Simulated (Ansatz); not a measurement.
Reaction (SMILES): ClB(Cl)Cl → B atom + 3 Cl atom
B3LYP-D3(BJ)/def2-TZVP geometries, fixed; electronic energies without zero-point terms.

Energies in hartree at PBE0 with Ansatz (a first-principles code); the atomisation energy is their sum with the coefficients shown, times 627.509 kcal/mol a hartree. All functions are spherical. The program fits the integrals of some runs and decomposes those of others, by size. Open shells are unrestricted. No added dispersion term, no relativity.

```json
[
 {"species": "ClB(Cl)Cl", "coefficient": "-1", "part": "PBE0", "cc-pV(D+d)Z": "-1405.10962", "cc-pV(T+d)Z": "-1405.15823", "cc-pV(Q+d)Z": "-1405.17050"},
 {"species": "B atom", "coefficient": "+1", "part": "PBE0", "cc-pV(D+d)Z": "-24.61592", "cc-pV(T+d)Z": "-24.61806", "cc-pV(Q+d)Z": "-24.61913"},
 {"species": "Cl atom", "coefficient": "+3", "part": "PBE0", "cc-pV(D+d)Z": "-459.99046", "cc-pV(T+d)Z": "-460.00524", "cc-pV(Q+d)Z": "-460.00889"}
]
```

Q: Predict the atomisation energy in cc-pV(5+d)Z (X = 5): let each PBE0 step shrink by the ratio of the last two. Compare with the run.

A: 
- ClB(Cl)Cl: steps -0.04861 and -0.01227, ratio 0.252, so PBE0 -1405.17359 (run: -1405.17691).
- B atom: steps -0.00214 and -0.00107, ratio 0.500, so PBE0 -24.61966 (run: -24.61967).
- Cl atom: steps -0.01478 and -0.00365, ratio 0.247, so PBE0 -460.00979 (run: -460.01082).
Predicted 329.17 kcal/mol; the run in cc-pV(5+d)Z gives 329.30, a miss of -0.14. Keeping the value in cc-pV(Q+d)Z, 329.25, would miss by -0.05. All sums are of the energies as printed.
